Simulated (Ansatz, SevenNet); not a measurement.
For α-N2, the machine-learned potential SevenNet-0 (trained on PBE and PBE+U data) gives:

```
Quantity                    Result
-------------------------  -------
lattice constant a         5.814 Å
elastic constant C11       7.3 GPa
elastic constant C44       3.7 GPa
polycrystal shear modulus  2.8 GPa
```

What does r²SCAN in Ansatz (PAW) give for the same quantities?


- lattice constant a: 5.777 Å (decreases by 0.6 %)
- elastic constant C11: 1.9 GPa (decreases by 74 %)
- elastic constant C44: 1.1 GPa (shrinks by 70 %)
- Voigt–Reuss–Hill shear modulus: 0.7 GPa (drops by 75 %)

For comparison: lattice constant a 5.644 Å (measured, 4 K, no zero-point or thermal correction, sources range from 5.644 to 5.667; as tabulated in Wyckoff, Crystal Structures 1 (1963), as in the American Mineralogist Crystal …).

Changes are worked out from the printed values.

Unless a cell is named, each level is at its own relaxed cell (SevenNet-0 24.57, r²SCAN 24.11 Å³/atom).

Caveats: the cell comes from a level without a dispersion term, which matters for the spacing of layers, chains or molecules (r²SCAN). Ansatz's density-functional and Hartree–Fock values are scalar-relativistic unless marked +SOC, with PAW data made under PBE.

Ansatz is a first-principles code.
